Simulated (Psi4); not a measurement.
This Psi4 input (MP2/cc-pVQZ) gives -93.28135 Eh with 140 basis functions.

```
memory 2025 MB

molecule {
0 1
C    -0.00000000   -0.00000000   -0.49689011
N     0.00000000    0.00000000    0.64927938
H    -0.00000000   -0.00000000   -1.56361504
}

set {
  basis cc-pvqz
  scf_type df
  freeze_core true
}

energy('mp2')
print_variables()
```

Change:
```diff
- basis cc-pvqz
+ basis def2-tzvpp
```

What does the run give now?

-93.25503 Eh (MP2/def2-TZVPP, 76 functions), a change of +26.32 mEh.
